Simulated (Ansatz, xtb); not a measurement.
# Group exchange: C2HF + H2O2 → C2H2O + HOF

Species: C2HF (fluoroacetylene) `C#CF`, singlet; H2O2 (hydrogen peroxide) `OO`, singlet; C2H2O (ethynol) `C#CO`, singlet; HOF (hypofluorous acid) `OF`, singlet. The partners trade F for OH: C–F and O–OH bonds give way to C–OH and O–F.

Shapes, held fixed at every level: PBE0-D4/def2-TZVP. Flexible molecules stand in one conformer, not always the lowest. Programs: Ansatz 0.2.0, xtb 6.7.1. The zero-point and thermal change to 298 K, harmonic and unscaled (PBE0-D4/def2-TZVP), is -3.1 kJ/mol.

Q: Estimate ΔH(298 K) of this reaction.

A: The highest level, CCSD(T)/CBS estimate, gives ΔH(298 K) = +36.1 kJ/mol; the levels span +24.5 to +40.6. The column of differences is taken from that level and isn't an error. No measured value is set beside it here. The CBS estimate extrapolates MP2 from def2-TZVPP and def2-QZVPP and adds CCSD(T) − MP2 in the triple-zeta set, cores frozen. Times are processor times on shared x86 and Arm servers, and rough.

| level | kind | ΔH(298 K) (kJ/mol) | less CCSD(T)/CBS estimate | CPU time (sum over the molecules) |
| --- | --- | --- | --- | --- |
| GFN2-xTB | semi-empirical | +24.5 | -11.6 | 0.2 s |
| HF/def2-TZVPP | Hartree–Fock | +40.6 | +4.5 | – |
| B3LYP-D4/def2-TZVPP | global hybrid | +31.8 | -4.3 | 8.4 s |
| BHLYP-D4/def2-TZVPP | global hybrid | +35.7 | -0.4 | 12 s |
| PBE0-D4/def2-TZVPP | global hybrid | +32.3 | -3.8 | 16 s |
| B2PLYP/def2-TZVPP | double hybrid | +34.2 | -1.9 | 18 s |
| MP2/def2-TZVPP | perturbation theory | +38.3 | +2.2 | – |
| CCSD(T)/CBS estimate | coupled cluster or CI | +36.1 | 0.0 | 3.8 min |
